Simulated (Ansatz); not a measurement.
# CH8BN: the cost of one run

Program: Ansatz 0.2.0. Level of theory: RKS B3LYP-D4/6-31G*. These are calculated values, not measurements.

## (1) Starting point

Bond lengths: N2–H3 1.060 Å, N2–H4 1.060 Å, B1–H5 1.190 Å, B1–C6 1.600 Å, C6–H7 1.110 Å, C6–H8 1.110 Å, C6–H9 1.110 Å. Angles: H3–N2–H4 120.0°, H5–B1–C6 120.0°, B1–C6–H7 109.5°, B1–C6–H8 109.5°, B1–C6–H9 109.5°, H7–C6–H8 109.4°, H7–C6–H9 109.4°, H8–C6–H9 109.4°.

As a file:

```xyz
11

B     0.0000    0.0000    0.0000
N     0.0000    0.0000    1.9000
H    -0.8770   -0.2713    2.4300
H     0.8770    0.2713    2.4300
H     1.0305    0.0000   -0.5950
C    -1.3856    0.0000   -0.8000
H    -1.9458   -0.9305   -0.5708
H    -1.9898    0.8797   -0.4946
H    -1.1839    0.0508   -1.8903
H     0.0623   -1.4126    0.4698
H     0.0513   -1.1628    1.3606
```

## (2) A restrained relaxation towards end A

Springs on the bonds that form and break draw the guess towards this end; the thresholds are loose.

input.yaml reads:

```yaml
crystal:
  periodic: [false, false, false]
  atoms:
    - { symbol: B, position_ang: [0.0, 0.0, 0.0] }
    - { symbol: "N", position_ang: [0.0, 0.0, 1.9] }
    - { symbol: H, position_ang: [-0.877, -0.2713, 2.43] }
    - { symbol: H, position_ang: [0.877, 0.2713, 2.43] }
    - { symbol: H, position_ang: [1.0305, 0.0, -0.595] }
    - { symbol: C, position_ang: [-1.3856, 0.0, -0.8] }
    - { symbol: H, position_ang: [-1.9458, -0.9305, -0.5708] }
    - { symbol: H, position_ang: [-1.9898, 0.8797, -0.4946] }
    - { symbol: H, position_ang: [-1.1839, 0.0508, -1.8903] }
    - { symbol: H, position_ang: [0.0623, -1.4126, 0.4698] }
    - { symbol: H, position_ang: [0.0513, -1.1628, 1.3606] }
basis:
  gaussian: { orbitals: "6-31G*" }
hamiltonian:
  xc: b3lyp
  dispersion: d4
relax:
  f_tol: 0.15
  max_steps: 25
  restrain:
    - { distance: [0, 9], at: 2.39, k: 30.0 }
    - { distance: [10, 1], at: 2.26, k: 30.0 }
    - { distance: [0, 1], at: 1.55, k: 30.0 }
    - { distance: [10, 9], at: 0.66, k: 30.0 }
```

On the command line:

```
$ ansatz run input.yaml --threads 1 --pin off --max-ram 2048MiB --backend cpu --events-out ev --progress --plain --runs-dir out
```

**Question.** How long does this run take on 1 thread of AMD EPYC 9R45 (Zen 5), shared host, and how much memory does it need?

About 10 s, with a peak of 0.15 GiB.
